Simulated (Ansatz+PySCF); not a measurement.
Values are calculated unless marked as measured or tabulated.
Input for PySCF 2.14.0:

```python
from pyscf import gto, scf, cc

mol = gto.M(atom="""
Na 0.000000 0.000000 0.000000
S 1.226620 1.635490 3.540940
""", basis='sto-3g', charge=0, spin=3)
mf = scf.UHF(mol)
mf.kernel()
mycc = cc.CCSD(mf, frozen=6).run()
et = mycc.ccsd_t()
print(mf.e_tot, mycc.e_corr, et, mycc.e_tot + et)
```

The script is written out from the run's settings.

Output:

```json
{
 "Converged": "yes",
 "Reference energy": "-552.79878 hartree",
 "CCSD correlation energy": "-0.04135 hartree",
 "Triples correction": "-0.00179 hartree",
 "Total energy": "-552.84191 hartree",
 "Spin squared of the determinant": "3.750"
}
```
